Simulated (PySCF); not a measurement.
Compound: C₂H₆OP₂.
Z-matrix (Å and degrees, PBE0-D3(BJ)/def2-SVP geometry), rows numbered from 1:
```
C 
O   1  1.4008
C   2  1.3828  1  113.98
P   3  1.9008  2  119.10  1   -81.37
P   4  2.0238  3  105.87  2   -16.80
H   1  1.0983  2  107.60  3   179.73
H   1  1.1066  2  111.25  3   -61.18
H   1  1.1059  2  112.07  3    60.25
H   3  1.1090  2  111.83  1    42.06
H   3  1.1040  2  108.18  1   159.42
H   5  1.4377  4   96.73  3     0.71
```

Level of theory: TDDFT PBE0/def2-SVPD, vertical, gas phase, core orbitals frozen in the response (PySCF).

Task: Predict the UV-vis stick spectrum at this level.

Result: 

```csv
state,λ (nm),E (eV),f,"main configurations (H = HOMO, L = LUMO)"
S1,369.6,3.35,0.0031,"H→L (81%), H-1→L (17%)"
S2,317.5,3.90,0.0018,H-2→L (98%)
S3,273.1,4.54,0.115,"H-1→L (76%), H→L (16%)"
S4,267.5,4.63,0.0029,H-3→L (98%)
S5,199.3,6.22,0.0075,"H-1→L+1 (46%), H→L+1 (35%), H-4→L (12%)"
S6,198.7,6.24,0.0029,"H-4→L (85%), H→L+1 (10%)"
S7,189.8,6.53,0.031,"H→L+2 (68%), H→L+1 (15%), H-1→L+1 (8%)"
S8,187.6,6.61,0.057,"H-1→L+1 (35%), H→L+1 (31%), H→L+2 (23%)"
S9,181.3,6.84,0.020,"H-1→L+2 (61%), H-1→L+3 (17%), H→L+3 (13%)"
S10,179.1,6.92,0.0022,H-2→L+1 (91%)
```

Triplets (Tamm–Dancoff): T1 2.16 eV, H-1→L (64%), H→L (34%); T2 2.72 eV, H→L (54%), H-1→L (29%), H-2→L (10%); T3 3.09 eV, H-2→L (88%); T4 4.26 eV, H-3→L (90%).

The lowest singlet comes at 370 nm (324 kJ/mol) in the ultraviolet; it is very weak; its leading configuration is HOMO→LUMO (81%). The most intense listed level is S3 at 4.54 eV (273 nm, f = 0.115), 1.19 eV above S1. Löwdin shares by element: HOMO phosphorus 57%, oxygen 19%, carbon 10% or more; LUMO phosphorus 86%, carbon 6% or more, hydrogen 4% or more. Weighted by f, the mean energy of these states is 5.54 eV. The listed states span 3.57 eV, and the widest gap between neighbours is 1.59 eV (S4 to S5). Of the 10 states listed, 4 reach f = 0.01 and none stays under 0.0005. No computed singlet lies in the visible range (380 to 750 nm); the lowest, at 370 nm, stands 0.09 eV above its violet end (3.26 eV); a Tamm–Dancoff triplet lies at 574 nm, without intensity as long as spin–orbit coupling is left out. The vertical ionisation energy (ΔSCF) is 9.10 eV, 2.17 eV above S10. Singlets were solved by full linear response, triplets in the Tamm–Dancoff approximation.

One conformer stands for the species.
